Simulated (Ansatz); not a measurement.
Ideal-gas functions of `N=CCO` at 400 K and 1 bar, from an Ansatz frequency run at PBE0-D4/def2-TZVP.

Molar mass 59.07 g/mol, point group Cs (symmetry number 1), electronic degeneracy 1, moments of inertia 28.137, 76.561, 101.575 u Å². Harmonic wavenumbers (cm⁻¹, unscaled): 227, 310, 464, 643, 734, 904, 1036, 1112, 1129, 1179, 1252, 1340, 1404, 1462, 1480, 1746, 2988, 3005, 3064, 3526, 3673.

Use S(trans) = R[1.5 ln M + 2.5 ln T − 1.1517]; rotational temperatures θ = 24.2544 K / I; S(rot) = R[ln(√π/σ · √(T³/θAθBθC)) + 1.5]; for each mode x = 1.438777 ν̃/T, S = R[x/(eˣ − 1) − ln(1 − e⁻ˣ)] and H = RT x/(eˣ − 1); 1 cm⁻¹ = 0.0119627 kJ/mol; R = 8.31446 J/(mol·K).

Question: By hand: the entropy, in J/(mol·K).

Answer: Translation 165.8. Rotation: θ = 0.862, 0.3168, 0.2388 K, giving 103.3. Vibration, mode by mode: 10.23, 7.83, 4.96, 2.98, 2.30, 1.42, 0.97, 0.77, 0.74, 0.64, 0.51, 0.39, 0.32, 0.27, 0.26, 0.11, 0.00, 0.00, 0.00, 0.00, 0.00, in all 34.7. Electronic 0.0. Sum 303.8 J/(mol·K).

Question: By hand: H − E and G − E in kJ/mol, counted from the electronic energy.

Answer: Zero-point energy ½ × 32678 × 0.0119627 = 195.5; thermal vibration 8.8; translation, rotation and pV give 4 RT = 13.3. H − E = 217.6 kJ/mol, and G − E = 217.6 − 400 × 303.8/1000 = 96.1 kJ/mol.

Vibration gives 11 % of the entropy. The sum counts one conformer and one mirror image; others add a mixing term.
